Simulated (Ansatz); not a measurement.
Species, as SMILES: N (NH3).
Atoms: N1, H2, H3, H4. Bonds: N1-H2, N1-H3, N1-H4.

Basis-set convergence of the optimised N1-H2 bond length at CCSD(T) with Ansatz (a first-principles code). The reference of a correlated method is not its basis-set limit, which lies further on. Cartesian d functions, on some or all atoms, in 6-31G*, 6-31+G*; all else is spherical. Cores are frozen. No added dispersion term, no relativity. Reference: the value in def2-QZVPP, 1.0122 Å, itself unsure by roughly 0.0002 Å (its distance from cc-pVQZ). Deviations are taken from unrounded values.

```json
[
 {"basis": "6-31G*", "functions": "21", "optimised N1-H2 bond length (Å)": "1.0217"},
 {"basis": "6-31+G*", "functions": "25", "optimised N1-H2 bond length (Å)": "1.0212"},
 {"basis": "cc-pVDZ", "functions": "29", "optimised N1-H2 bond length (Å)": "1.0273"},
 {"basis": "aug-cc-pVDZ", "functions": "50", "optimised N1-H2 bond length (Å)": "1.0237"},
 {"basis": "def2-SVP", "functions": "29", "optimised N1-H2 bond length (Å)": "1.0225"},
 {"basis": "def2-SVPD", "functions": "44", "optimised N1-H2 bond length (Å)": "1.0207"},
 {"basis": "pcseg-1", "functions": "29", "optimised N1-H2 bond length (Å)": "1.0197"},
 {"basis": "aug-pcseg-1", "functions": "50", "optimised N1-H2 bond length (Å)": "1.0213"},
 {"basis": "6-311G**", "functions": "36", "optimised N1-H2 bond length (Å)": "1.0172"},
 {"basis": "6-311+G**", "functions": "40", "optimised N1-H2 bond length (Å)": "1.0165"},
 {"basis": "def2-TZVP", "functions": "49", "optimised N1-H2 bond length (Å)": "1.0157"},
 {"basis": "def2-TZVPD", "functions": "64", "optimised N1-H2 bond length (Å)": "1.0174"},
 {"basis": "cc-pVTZ", "functions": "72", "optimised N1-H2 bond length (Å)": "1.0141"},
 {"basis": "aug-cc-pVTZ", "functions": "115", "optimised N1-H2 bond length (Å)": "1.0149"},
 {"basis": "pcseg-2", "functions": "72", "optimised N1-H2 bond length (Å)": "1.0116"},
 {"basis": "aug-pcseg-2", "functions": "115", "optimised N1-H2 bond length (Å)": "1.0128"},
 {"basis": "def2-TZVPP", "functions": "73", "optimised N1-H2 bond length (Å)": "1.0132"},
 {"basis": "def2-TZVPPD", "functions": "88", "optimised N1-H2 bond length (Å)": "1.0138"}
]
```

What the diffuse functions change, pair by pair:
- 6-31G* to 6-31+G*: 4 more functions, deviation 0.0095 to 0.0090 Å
- cc-pVDZ to aug-cc-pVDZ: 21 more functions, deviation 0.0151 to 0.0115 Å
- def2-SVP to def2-SVPD: 15 more functions, deviation 0.0103 to 0.0085 Å
- pcseg-1 to aug-pcseg-1: 21 more functions, deviation 0.0075 to 0.0091 Å
- 6-311G** to 6-311+G**: 4 more functions, deviation 0.0050 to 0.0044 Å
- def2-TZVP to def2-TZVPD: 15 more functions, deviation 0.0035 to 0.0053 Å
- cc-pVTZ to aug-cc-pVTZ: 43 more functions, deviation 0.0019 to 0.0027 Å
- pcseg-2 to aug-pcseg-2: 43 more functions, deviation -0.0006 to 0.0006 Å
- def2-TZVPP to def2-TZVPPD: 15 more functions, deviation 0.0010 to 0.0016 Å

They bring the value nearer the reference by more than 0.0002 Å in 4 of 9 pairs.
